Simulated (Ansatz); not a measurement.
Basis-set series for BCl2+, SMILES `Cl[B+]Cl`. The species carries charge 1 and has multiplicity 1. All single points use the PBE0-D4/def2-TZVP geometry.

| functional | basis | functions | energy (Eh) | HOMO (eV) | LUMO (eV) |
| --- | --- | --- | --- | --- | --- |
| PBE0-D4 | def2-SVP | 50 | -944.33683 | -17.19 | -8.26 |
| PBE0-D4 | def2-TZVPP | 115 | -944.68121 | -17.04 | -8.31 |
| ωB97M-V | def2-SVP | 50 | -944.62705 | -19.32 | -5.98 |
| ωB97M-V | def2-TZVPP | 115 | -944.96708 | -19.20 | -6.04 |

(1) Give the rows for def2-QZVPP. (Best estimate.)

Answers

(1) Ansatz gave: 
| functional | basis | functions | energy (Eh) | HOMO (eV) | LUMO (eV) |
| --- | --- | --- | --- | --- | --- |
| PBE0-D4 | def2-QZVPP | 197 | -944.70925 | -17.04 | -8.33 |
| ωB97M-V | def2-QZVPP | 197 | -944.99311 | -19.21 | -6.08 |
